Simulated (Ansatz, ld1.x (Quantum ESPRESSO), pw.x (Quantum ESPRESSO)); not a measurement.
# What a changed setting does to a pw.x run (bcc C)

Potential: norm-conserving Troullier–Martins (Kleinman–Bylander form), ld1.x (Quantum ESPRESSO) 7.5, LDA (PW92); core [He], reference 2s2 2p2; waves: 2s (bound): rc 1.30 bohr; 2p (bound): rc 2.25 bohr; 3d channel at 0.25 Ry: rc 2.20 bohr; local part: all-electron potential smoothed inside 1.05 bohr (lloc = -1); core correction: Bessel-smoothed model core inside 0.95 bohr.

The reference run (k-mesh 18³, cutoffs 100/400 Ry, Fermi–Dirac 0.01 Ry, mixing_beta 0.4, conv_thr 1e-9, no spin) gives 5.37 GPa at 6.194 Å³/atom, where all-electron LAPW gives 4.60 GPa. This run, with its own iteration cap, changes k-mesh points per axis to 2.

```
&control
  calculation='scf', prefix='x', pseudo_dir='./', outdir='./tmp', tstress=.true., disk_io='none'
/
&system
  ibrav=0, nat=1, ntyp=1, ecutwfc=100, ecutrho=400, nbnd=9,
  occupations='smearing', smearing='fd', degauss=0.01
/
&electrons
  conv_thr=1e-09, mixing_beta=0.4, electron_maxstep=50
/
ATOMIC_SPECIES
C 1.0 C.UPF
CELL_PARAMETERS angstrom
  -1.15692109 1.15692109 1.15692109
  1.15692109 -1.15692109 1.15692109
  1.15692109 1.15692109 -1.15692109
ATOMIC_POSITIONS crystal
C 0.0000 0.0000 0.0000
K_POINTS automatic
2 2 2 0 0 0
```

```bash
pw.x < C.scf.in > C.scf.out
```

Q: How does the run end?

A: It converges in 5 iterations; the free energy moves by -3.21 eV/atom and the pressure by -82.43 GPa.

```
Message from routine setup:
     using ibrav=0 with symmetry is DISCOURAGED, use correct ibrav instead
     lattice parameter (alat)  =       3.7867  a.u.
     unit-cell volume          =      41.7992 (a.u.)^3
     number of electrons       =         4.00
     number of Kohn-Sham states=            9
     kinetic-energy cutoff     =     100.0000  Ry
     charge density cutoff     =     400.0000  Ry
     scf convergence threshold =      1.0E-09
     Exchange-correlation= PW
     number of k points=     3  Fermi-Dirac smearing, width (Ry)=  0.0100
     iteration #  1     ecut=   100.00 Ry     beta= 0.40
     total energy              =     -11.48426173 Ry
     estimated scf accuracy    <       0.00209262 Ry
     iteration #  2     ecut=   100.00 Ry     beta= 0.40
     total energy              =     -11.48426530 Ry
     estimated scf accuracy    <       0.00069487 Ry
     iteration #  3     ecut=   100.00 Ry     beta= 0.40
     total energy              =     -11.48428807 Ry
     estimated scf accuracy    <       0.00000700 Ry
     iteration #  4     ecut=   100.00 Ry     beta= 0.40
     total energy              =     -11.48428840 Ry
     estimated scf accuracy    <          3.3E-09 Ry
     iteration #  5     ecut=   100.00 Ry     beta= 0.40
     the Fermi energy is    12.7746 ev
!    total energy              =     -11.48428840 Ry
     estimated scf accuracy    <          3.2E-10 Ry
     smearing contrib. (-TS)   =      -0.00000028 Ry
     The total energy is F=E-TS. E is the sum of the following terms:
     one-electron contribution =       5.10905364 Ry
     hartree contribution      =       0.24948532 Ry
     xc contribution           =      -3.52610618 Ry
     ewald contribution        =     -13.31672090 Ry
     convergence has been achieved in   5 iterations
          total   stress  (Ry/bohr**3)                   (kbar)     P=     -770.60
     Message from routine punch:
     Nothing written, as per user request (disk_io='none')
```

The run took about 0.3 s on one core of a shared host (Neoverse-V1, 32 threads, 247 GiB, load 25).
